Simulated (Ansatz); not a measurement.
The first iterations of a band of BFH2 + H4Si (9 atoms, charge 0, multiplicity 1).

Method: RKS B3LYP/def2-SVP (Ansatz).

```
movable images  : 9
climbing image  : yes
spring          : 0.1 eV/Å²
optimiser       : quadratic models (default)
start path      : through a guess of the saddle point
force threshold : 0.05 eV/Å
iteration limit : 60
end points      : relaxed
```

Image 0:

```xyz
9
Properties=species:S:1:pos:R:3
B -0.034 0.832 -0.123
F 0.010 1.607 0.945
H 1.015 0.505 -0.624
H -1.120 0.516 -0.544
Si 0.123 -2.895 1.160
H -0.668 -3.231 -0.057
H 1.550 -3.269 0.953
H -0.427 -3.622 2.338
H 0.035 -1.428 1.411
```

Image 10:

```xyz
9
Properties=species:S:1:pos:R:3
B 0.072 -0.373 -0.143
F -0.042 0.337 1.667
H 1.067 0.205 -0.498
H -0.995 0.019 -0.547
Si 0.168 -2.299 0.494
H -0.760 -3.268 -0.161
H 1.520 -2.928 0.588
H -0.316 -2.203 1.942
H -0.230 -0.474 2.117
```

| iteration | highest image above the first end (eV) | largest band force component (eV/Å) |
| --- | --- | --- |
| 1 | 5.019 | 6.280 |
| 2 | 3.311 | 2.720 |
| 3 | 2.704 | 2.085 |
| 4 | 2.480 | 1.112 |
| 5 | 2.362 | 1.203 |
| 6 | 2.311 | 1.301 |
| 7 | 2.246 | 0.620 |

**Question.** Does the band converge within its limit, and where does its top end?

**Answer.** The forces met the threshold. It ended after 23 iterations with the highest image 2.292 eV above the first end. Neighbouring images differ by up to 1.3 eV, so the band resolves the path poorly. Another band between the same ends (9 images) ends at a top of the same energy, where a vibrational analysis finds 1 clearly imaginary mode. The orbitals stay closed-shell, which can raise the energy where a bond breaks towards radicals; this wasn't checked here.

Time of the run: 7.9 min on 1 thread of Arm Neoverse V1, with other jobs on the host, peak memory 0.16 GiB.
